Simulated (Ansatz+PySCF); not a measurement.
doublet C₄H₇: levels of theory in one basis

```yaml
atoms:
  - { symbol: C, position_ang: [0.0650, 0.0000, -1.5868] }
  - { symbol: C, position_ang: [-0.5173, 0.0000, -0.2548] }
  - { symbol: C, position_ang: [0.1513, 0.7372, 0.8851] }
  - { symbol: C, position_ang: [0.1513, -0.7372, 0.8851] }
  - { symbol: H, position_ang: [1.1406, 0.0000, -1.7192] }
  - { symbol: H, position_ang: [-0.5591, 0.0000, -2.4699] }
  - { symbol: H, position_ang: [-1.6015, 0.0000, -0.2199] }
  - { symbol: H, position_ang: [-0.4923, 1.2582, 1.5844] }
  - { symbol: H, position_ang: [1.0772, 1.2513, 0.6558] }
  - { symbol: H, position_ang: [-0.4923, -1.2582, 1.5844] }
  - { symbol: H, position_ang: [1.0772, -1.2513, 0.6558] }
```

Basis set: cc-pVTZ (spherical functions). Left uncorrelated: 4 orbitals. Correlation on ROHF uses semicanonical orbitals with singles. Charge 0, multiplicity 2.

Computed with Ansatz (development build ahead of 0.2.0); each method stands on the lowest determinant of its kind that the runs found.

```csv
method,E − E(ROHF) (eV),<S²> of the determinant
ROHF,0.00,0.75
UHF,-0.15,0.77
ROHF-MP2,-17.96,–
UHF-MP2,-17.94,0.77
```
